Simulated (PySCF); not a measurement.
# The bond of NaN+, level by level

The task here is to estimate one member of a computed series from the others.

The runs use PySCF 2.14.0; Na def2-SVP, N def2-SVP, no relativity.

The first run:

Settings of the job:

| Property | Result |
| --- | --- |
| atoms | Na, N |
| charge | 1 |
| basis | Na def2-SVP, N def2-SVP |
| Hamiltonian | no relativity |
| basis functions | 29 |
| electrons treated | 17 |
| masses in u | 22.9898, 14.0031 |
| levels | PBE0, PBE, r²SCAN, TPSSh, M06-L, revPBE, HF, MP2, SCS-MP2, CCSD, CCSD(T) |
| grid | 80 radial by 434 angular points |
| occupations | held fixed by the projection of orbital angular momentum |
| dissociation limit | Na+ + N, each in its ground configuration |
| starting distance in angstrom | 2.330 |
| values of 2S to try | 1, 3 |

Started as:

```console
> OMP_NUM_THREADS=1 python dia.py task.json out
```

Steps of the session up to this table: The job; PBE0 along the bond; Other states along the same grid; PBE; r²SCAN; TPSSh (hybrid meta-GGA); M06-L; revPBE; UHF; Adding correlation.

One table of the session follows, with a row left open; its other results are not shown here.

Energy (eV) from each level's lowest point:

```
R (Å)    UHF  UHF-MP2  UHF-SCS-MP2  UHF-CCSD  UHF-CCSD(T)
2.314  0.095    0.096        0.096       n/a          n/a
2.422  0.042    0.043        0.043     0.043        0.043
2.530  0.014    0.015        0.015     0.014        0.014
2.610  0.004    0.004        0.004     0.004        0.004
2.691  0.000    0.000        0.000     0.000        0.000
2.772  0.000    0.000        0.000     0.000        0.000
2.879  0.004    0.005        0.005     0.005        0.006
3.014      ?        ?            ?         ?            ?
3.175  0.025    0.029        0.028     0.031        0.031
3.391  0.041    0.048        0.047       n/a          n/a
```

Estimate the missing values for R (Å) = 3.014.

Worked estimate for «UHF». A straight line through the neighbours (2.879, 0.004) and (3.175, 0.025) gives 0.004 + (0.025 − 0.004) × (3.014 − 2.879) / (3.175 − 2.879) = 0.014; a parabola fitted to 4 rows on both sides gives 0.013.

The run gave: UHF: 0.013; UHF-MP2: 0.015; UHF-SCS-MP2: 0.014; UHF-CCSD: 0.016; UHF-CCSD(T): 0.016. In «UHF» the line misses by +0.001 and the parabola by 0.000.

Caveats from the session: The bond is weak, and basis-set superposition, which was not computed, may be a sizeable part of it.
